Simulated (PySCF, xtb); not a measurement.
oxygen (O2), SMILES O=O (connectivity only; charge and spin as stated), neutral, multiplicity 3.

Harmonic wavenumbers (cm⁻¹) from GFN2-xTB (xtb) at its own minimum, in rising order: 1630.

What does PBE-D3(BJ)/def2-TZVPD in PySCF give at its own minimum? (An estimate is asked for; the answer gives what the named calculation found.)

1555. Paired by order, the mean absolute difference is 75 cm⁻¹ and the zero-point energies are 2.3 and 2.2 kcal/mol.
